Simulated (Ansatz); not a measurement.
Corundum (α-Al2O3), treated with LDA (Ansatz, a program for electronic structure, plane waves, PAW).

Run with plane-wave cutoff 520 eV, 6×6×6 k mesh, scalar-relativistic PAW data made under PBE.

Computed at the level's own relaxed cell.

Elastic tensor (GPa, Voigt notation, ions relaxed):

```
  494.1   164.9   127.0    18.8     0.0     0.0
  164.9   494.1   127.0   -18.8     0.0     0.0
  127.0   127.0   491.9     0.0     0.0     0.0
   18.8   -18.8     0.0   152.1     0.0     0.0
    0.0     0.0     0.0     0.0   152.1    18.8
    0.0     0.0     0.0     0.0    18.8   164.6
```

Q: Work out the Voigt, Reuss and Hill averages of the bulk and shear moduli, Young's modulus and Poisson's ratio from the printed constants.

A: K_V = [C11 + C22 + C33 + 2(C12 + C13 + C23)]/9 = [1480.1 + 2 × 418.9]/9 = 257.5 GPa. G_V = [1480.1 − 418.9 + 3 × 468.8]/15 = 164.5 GPa. From the compliances S = C⁻¹, K_R = 257.2 and G_R = 161.5 GPa. Hill means: K = 257.4, G = 163.0 GPa. E = 9KG/(3K + G) = 404 GPa, ν = (3K − 2G)/(6K + 2G) = 0.24, K/G = 1.58.

Measured, for comparison: elastic constant C11 497 GPa (temperature not stated, no zero-point or thermal correction; as tabulated in Liu et al. (2023), arXiv:2002.00005); elastic constant C12 163 GPa, elastic constant C44 147 GPa, elastic constant C33 501 GPa (temperature not stated, no zero-point or thermal correction; as tabulated in Oses et al. (2018), arXiv:1811.08464); elastic constant C13 116 GPa (temperature not stated, no zero-point or thermal correction, our sources range from 112 to 116; as tabulated in Oses et al. (2018), arXiv:1811.08464). Computed (rounded) less measured: elastic constant C11 -0.6 %, elastic constant C12 +1 %, elastic constant C44 +3 %, elastic constant C33 -2 %, elastic constant C13 +9 % (+9 % to +13 % over the range). A static lattice is as a rule a little smaller and stiffer than an uncorrected measurement, which narrows the difference in the elastic constant C12, elastic constant C44, elastic constant C13 and would widen misses of the other sign.

The computed numbers hold no vibrational or temperature effects.
